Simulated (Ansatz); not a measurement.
**CH₅AlN+ (SMILES N[CH+][AlH2]): single points off equilibrium**

The task here is to estimate one member of a computed series from the others.

Program: Ansatz 0.2.0, Gaussian basis. Level of theory: single points in def2-TZVPP. These are calculated values, not measurements.

Cores are frozen in the correlated methods.

## The starting structure

SMILES `N[CH+][AlH2]`, 8 atoms, charge 1, spin multiplicity 1.

Atoms are counted from 1 here; the program's logs count them from 0.

Bond lengths: N1–C2 1.286 Å, N1–H4 1.064 Å, N1–H5 1.059 Å, C2–Al3 2.137 Å, C2–H6 1.028 Å, Al3–H7 1.601 Å, Al3–H8 1.470 Å. Angles: C2–N1–H4 124.8°, C2–N1–H5 126.2°, H4–N1–H5 108.7°, N1–C2–Al3 108.9°, N1–C2–H6 117.9°, Al3–C2–H6 133.2°, C2–Al3–H7 103.7°, C2–Al3–H8 131.7°, H7–Al3–H8 124.5°.

Geometry (Å):

```
atom     x (Å)     y (Å)     z (Å)
  N1  -0.54020   0.95240  -0.69480
  C2  -0.40820   0.59640   0.53400
 Al3   0.61070  -1.28090   0.60360
  H4  -0.16830   0.40590  -1.52850
  H5  -0.93650   1.87160  -1.04140
  H6  -0.81030   1.20620   1.25690
  H7   0.86720  -1.62980  -0.93740
  H8   1.09090  -2.09110   1.73240
```

Set-up of the first run:

run/in.yaml reads:

```yaml
crystal:
  periodic: [false, false, false]
  atoms:
    - {symbol: N, position_ang: [-0.540200, 0.952400, -0.694800]}
    - {symbol: C, position_ang: [-0.408200, 0.596400, 0.534000]}
    - {symbol: Al, position_ang: [0.610700, -1.280900, 0.603600]}
    - {symbol: H, position_ang: [-0.168300, 0.405900, -1.528500]}
    - {symbol: H, position_ang: [-0.936500, 1.871600, -1.041400]}
    - {symbol: H, position_ang: [-0.810300, 1.206200, 1.256900]}
    - {symbol: H, position_ang: [0.867200, -1.629800, -0.937400]}
    - {symbol: H, position_ang: [1.090900, -2.091100, 1.732400]}
basis:
  gaussian: {orbitals: def2-TZVPP}
total_charge: 1
correlation: {method: ccsd_t}
output: {forces: true}
```

The command line of these runs was not kept.

Steps of the session up to this table: CCSD(T)/def2-TZVPP; PBE0-D4/def2-TZVPP; wB97M-V/def2-TZVPP; r2SCAN-D4/def2-TZVPP; PBE-D4/def2-TZVPP; CAM-B3LYP-D4/def2-TZVPP; SPW92/def2-TZVPP.

One of the session's tables, all rows but one given; the rest of the session is left out.

```
      method  RMS force component (eV/Å)  angle to CCSD(T) forces (°)
     CCSD(T)                       1.284                    reference
     PBE0-D4                       1.265                         11.9
     wB97M-V                       1.239                          8.9
   r2SCAN-D4                       1.247                          8.7
      PBE-D4                       1.231                         10.1
CAM-B3LYP-D4                       1.244                         12.0
       SPW92                           ?                            ?
```

**Question.** Estimate the row for SPW92.

The run gave: RMS force component (eV/Å): 1.267; angle to CCSD(T) forces (°): 20.9. In the column «RMS force component (eV/Å)» it lies between PBE0-D4 (1.265) and CCSD(T) (1.284).
